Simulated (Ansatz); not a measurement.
# BH2O2+ (SMILES OB=[OH+]): molecular dynamics

The task is to watch the atoms for 40 steps of 0.25 fs, started with velocities for 500 K and run with a Nosé-Hoover thermostat.

Program: Ansatz 0.2.0, Gaussian basis. Level of theory: PBE-D4/def2-SVPD. These are calculated values, not measurements.

## Step 1: Starting geometry

SMILES `OB=[OH+]`, 5 atoms, charge 1, spin multiplicity 1.

Atoms are counted from 1 here; the program's logs count them from 0.

Bond lengths: O1–B2 1.223 Å, O1–H4 0.956 Å, B2–O3 1.224 Å, O3–H5 0.956 Å. Angles: B2–O1–H4 175.2°, O1–B2–O3 179.0°, B2–O3–H5 173.5°.

Coordinates:

```xyz
5
BH2O2
O    -0.7443   -0.2593   -0.9354
B     0.0022    0.0031   -0.0022
O     0.7343    0.2591    0.9442
H    -1.3529   -0.5275   -1.6223
H     1.3606    0.5246    1.6157
```

## Step 2: Dynamics

md/in.yaml reads:

```yaml
crystal:
  periodic: [false, false, false]
  atoms:
    - {symbol: O, position_ang: [-0.744280, -0.259300, -0.935400]}
    - {symbol: B, position_ang: [0.002160, 0.003130, -0.002210]}
    - {symbol: O, position_ang: [0.734350, 0.259090, 0.944220]}
    - {symbol: H, position_ang: [-1.352870, -0.527480, -1.622270]}
    - {symbol: H, position_ang: [1.360650, 0.524560, 1.615660]}
basis:
  gaussian: {orbitals: def2-SVPD}
total_charge: 1
hamiltonian: {xc: pbe, dispersion: d4}
md: {n_steps: 40, timestep: 0.25, temperature: 500, ensemble: nvt_nose_hoover, seed: 242, initial_velocities: maxwell_boltzmann}
```

The run is started by

```console
> ansatz run in.yaml --threads 2 --pin off --events-out ev --progress --plain --max-ram 3481MiB
```

Before running it: what results should come out? Wanted: temperature at the start; mean temperature, second half; lowest and highest potential energy, from the first frame; largest change of potential + kinetic.

**Answer**, as computed:

| quantity | value |
| --- | --- |
| length | 40 steps, 10.0 fs |
| temperature at the start | 500 K |
| mean temperature, second half | 645 K |
| lowest and highest potential energy, from the first frame | -77 and 13 meV |
| largest change of potential + kinetic | 0.2 meV |

In words: The thermostat trades energy with the molecule, so the sum of potential and kinetic energy isn't conserved: it changes by -0 meV over the run. The mean temperature of the second half is still well above the 500 K set. The temperature runs between 468 and 698 K. No bond breaks or forms, judged by distance.
